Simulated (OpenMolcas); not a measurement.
# One shape, several levels: C3H4F2 (SMILES FC=CCF)

Aim: a comparison of 6 runs (BHLYP/6-31G*, BLYP/6-31G*, M06-2X/6-31G*, PBE/6-31G*, MP2/6-31G*, CCSD(T)/6-31G*) of C3H4F2. 

The calculation is run with OpenMolcas 26.06.

### Step 1. Starting point

C3H4F2 has 9 atoms, charge 0, and is taken as a singlet. As SMILES, `FC=CCF`. The F1–C2 distance was set to 2.405 Å, away from the relaxed value. At this shape a bond of the SMILES string is far longer than usual.

Bond lengths: C2–C3 1.320 Å, C3–C4 1.485 Å, C4–F5 1.387 Å, C2–H6 1.084 Å, C3–H7 1.084 Å, C4–H8 1.095 Å, C4–H9 1.091 Å. Angles: C2–C3–C4 124.9°, C3–C4–F5 109.9°, C2–C3–H7 117.2°, C4–C3–H7 117.9°, C3–C2–H6 125.2°, C3–C4–H8 111.0°, C3–C4–H9 111.5°, F5–C4–H8 107.0°, F5–C4–H9 108.2°, H8–C4–H9 109.1°.

### Step 2. The energy at BHLYP/6-31G(d) (spherical functions) (run 1)

run.input reads:

```
>>> EXPORT MOLCAS_PRINT=2
&gateway
baslib=$CurrDir
coord
9
angstrom
F       -2.582881       1.320185      -0.456527
C       -0.756800      -0.083800      -1.148800
C        0.269900      -0.355400      -0.364300
C        0.439500       0.155200       1.019400
F        1.656600       0.811400       1.133700
H       -0.888900      -0.458700      -2.156900
H        1.042400      -1.001300      -0.765600
H        0.449800      -0.666700       1.742700
H       -0.352600       0.856800       1.286900
basis=6-31Gs
group=NoSym
&seward
gridinput
Grid=UltraFine
End of Grid
&scf
ksdft=HYB_GGA_XC_BHANDHLYP
thresholds=1e-10 1e-07 1e-07 1e-05
prorbitals=1 1
```

The basis set 6-31G* is read from a file made from the Basis Set Exchange's data (not shown).

Started as:

```
export MOLCAS_MEM=1860
pymolcas run.input > run.log
```

What it wrote:

```text
--- Start Module: gateway ---
[...]
--- Stop Module: gateway /rc=_RC_ALL_IS_WELL_ ---
--- Start Module: seward ---
[...]
      Basis functions           78
--- Stop Module: seward /rc=_RC_ALL_IS_WELL_ ---
[...]
--- Start Module: scf ---
[...]
       Convergence after  19 Iterations
[...]
::    Total KS-DFT energy                            -316.0191722105
[...]
      Total spin, S                                     0.0000000000
[...]
      Total electronic charge=   40.000000
      Total            charge=   -0.000000
[...]
      Dipole Moment (debye):
      Origin of the operator (angstrom)=   -0.2296    0.4589    0.0903
                   X=  2.9908E+00               Y= -3.9942E+00               Z= -1.0338E+00           Total=  5.0958E+00
      Quadrupole Moment (debye*angstrom):
[...]
--- Stop Module: scf /rc=_RC_ALL_IS_WELL_ ---
[...]
```

Wall time 34 s (1 thread of Intel Xeon Platinum 8259CL at 2.50GHz (Skylake/Cascade Lake), shared host); peak memory 0.44 GiB.

### Step 3. The energy at BLYP/6-31G(d) (spherical functions) (run 2)

struct.xyz reads:

```xyz
9

F     -2.582881     1.320185    -0.456527
C     -0.756800    -0.083800    -1.148800
C      0.269900    -0.355400    -0.364300
C      0.439500     0.155200     1.019400
F      1.656600     0.811400     1.133700
H     -0.888900    -0.458700    -2.156900
H      1.042400    -1.001300    -0.765600
H      0.449800    -0.666700     1.742700
H     -0.352600     0.856800     1.286900
```

run.inp reads:

```
&gateway
baslib=$CurrDir
coord=struct.xyz
basis=6-31Gs
group=NoSym
&seward
gridinput
Grid=UltraFine
End of Grid
&scf
ksdft=BLYP
thresholds=1e-10 1e-07 1e-07 1e-05
prorbitals=1 1
```

The basis set 6-31G* is read from a file made from the Basis Set Exchange's data (not shown).

Started as:

```
export MOLCAS_MEM=1860
pymolcas run.inp > run.log
```

What it wrote:

```text
--- Start Module: gateway ---
[...]
--- Stop Module: gateway /rc=_RC_ALL_IS_WELL_ ---
--- Start Module: seward ---
[...]
      Basis functions           78
--- Stop Module: seward /rc=_RC_ALL_IS_WELL_ ---
[...]
--- Start Module: scf ---
[...]
       Convergence after  25 Iterations
[...]
::    Total KS-DFT energy                            -316.1283007457
[...]
      Total spin, S                                     0.0000000000
[...]
      Total electronic charge=   40.000000
      Total            charge=   -0.000000
[...]
      Dipole Moment (debye):
      Origin of the operator (angstrom)=   -0.2296    0.4589    0.0903
                   X=  2.4962E+00               Y= -3.2779E+00               Z= -7.6600E-01           Total=  4.1908E+00
      Quadrupole Moment (debye*angstrom):
[...]
--- Stop Module: scf /rc=_RC_ALL_IS_WELL_ ---
[...]
```

Run time: 44 s. Hardware: 1 thread of Intel Xeon Platinum 8259CL at 2.50GHz (Skylake/Cascade Lake), shared host; peak memory 0.44 GiB.

Runs 3 to 5 aren't shown in full; the table further down has their settings and results.

### Step 4. A single-point energy at CCSD(T)/6-31G(d) (spherical functions) (run 6)

job.inp reads:

```
&GATEWAY
BasLib=$CurrDir
Coord
9
angstrom
F       -2.582881       1.320185      -0.456527
C       -0.756800      -0.083800      -1.148800
C        0.269900      -0.355400      -0.364300
C        0.439500       0.155200       1.019400
F        1.656600       0.811400       1.133700
H       -0.888900      -0.458700      -2.156900
H        1.042400      -1.001300      -0.765600
H        0.449800      -0.666700       1.742700
H       -0.352600       0.856800       1.286900
Basis=6-31Gs
Group=NoSym
&SEWARD
&SCF
Thresholds=1e-10 1e-07 1e-07 1e-05
PrOrbitals=1
&RASSCF
FileOrb=$Project.ScfOrb
Spin=1
Nactel=0 0 0
Inactive=20
Ras2=0
OutOrbitals=Canonical
OrbListing=Few
&MOTRA
JobIph
Frozen=5
&CCSDT
CCT
Triples=2
Iterations=80
Accuracy=1e-08
Extrapolation=5 4
```

The basis set 6-31G* is read from a file made from the Basis Set Exchange's data (not shown).

Started as:

```
export MOLCAS_MEM=1860
pymolcas job.inp > job.log
```

What it wrote:

```text
--- Start Module: gateway ---
[...]
--- Stop Module: gateway /rc=_RC_ALL_IS_WELL_ ---
[...]
      Basis functions           78
[...]
       Convergence after  19 Iterations
[...]
::    Total SCF energy                               -314.5525999763
[...]
      Total spin, S                                     0.0000000000
[...]
      Number of active orbitals                  0
[...]
      Spin quantum number                      0.0
[...]
      Active orbitals                            0
[...]
      Number of CSFs                             1
[...]
      Number of root(s) required                 1
[...]
      Convergence after  4 iterations
[...]
      Natural orbitals and occupation numbers for root  1
      ************************************************************************************************************************
      *                                                    Final results                                                     *
      ************************************************************************************************************************
[...]
::    RASSCF root number  1 Total energy:   -314.55259998
[...]
      Total electronic charge=   40.000000
      Total            charge=   -0.000000
[...]
      Dipole Moment (debye):
      Origin of the operator (angstrom)=   -0.2296    0.4589    0.0903
                   X=  3.9170E+00               Y= -4.8250E+00               Z= -1.2569E+00           Total=  6.3406E+00
      Quadrupole Moment (debye*angstrom):
[...]
--- Start Module: motra ---
[...]
--- Stop Module: motra /rc=_RC_ALL_IS_WELL_ ---
[...]
--- Start Module: ccsdt ---
[...]
      Convergence after                    27  Iterations
      Total energy (diff) :    -315.33675059       0.00000000
[...]
 METHOD                       : CCSD+T(CCSD)+<T3(1)WT1> = CCSD(T)
[...]
       CCSD     =      -315.3367505912129
[...]
```

It took 2 min on 1 thread of Intel Xeon Platinum 8259CL at 2.50GHz (Skylake/Cascade Lake), shared host; peak memory 0.44 GiB.

### Step 5. All runs side by side

```
run                                 level  integration grid  frozen core orbitals  energy (Eh)  dipole moment (D) of the reference  HOMO energy (eV)  LUMO energy (eV)  wall time
  1    BHLYP/6-31G* (spherical functions)         UltraFine                     –  -316.019172                                5.10             -9.90             -3.28       34 s
  2     BLYP/6-31G* (spherical functions)         UltraFine                     –  -316.128301                                4.19             -6.09             -4.97       44 s
  3   M06-2X/6-31G* (spherical functions)         UltraFine                     –  -316.039063                                4.83            -10.15             -3.47       47 s
  4      PBE/6-31G* (spherical functions)         UltraFine                     –  -315.851844                                4.22             -6.20             -5.14       40 s
  5      MP2/6-31G* (spherical functions)                 –                     5  -315.298101                                6.34            -11.47             -0.42      8.1 s
  6  CCSD(T)/6-31G* (spherical functions)                 –                     5  -315.374337                                6.34            -11.47             -0.42      2 min
```

### Step 6. Results

```
                                          quantity          value
                               run 6: total energy  -315.37434 Eh
         run 6: dipole moment (mean-field density)         6.34 D
        run 6: HOMO energy (Hartree–Fock orbitals)      -11.47 eV
        run 6: LUMO energy (Hartree–Fock orbitals)       -0.42 eV
      run 6: HOMO–LUMO gap (Hartree–Fock orbitals)       11.05 eV
run 6: correlation energy (5 core orbitals frozen)     -821.7 mEh
                             run 6: (T) correction     -37.59 mEh
```

Over runs 1, 2, 3, 4 the dipole moment (its size) runs from 4.19 D (BLYP/6-31G*) to 5.10 D (BHLYP/6-31G*). Over runs 1, 2, 3, 4 the HOMO–LUMO gap runs from 1.06 eV (PBE/6-31G*) to 6.68 eV (M06-2X/6-31G*). Totals of different functionals can't be ranked against each other. In runs 1, 2, 3, 4, 5, 6 a closed-shell determinant meets a far-stretched bond, which it describes badly. All runs together took 4.9 min, the longest 2 min.
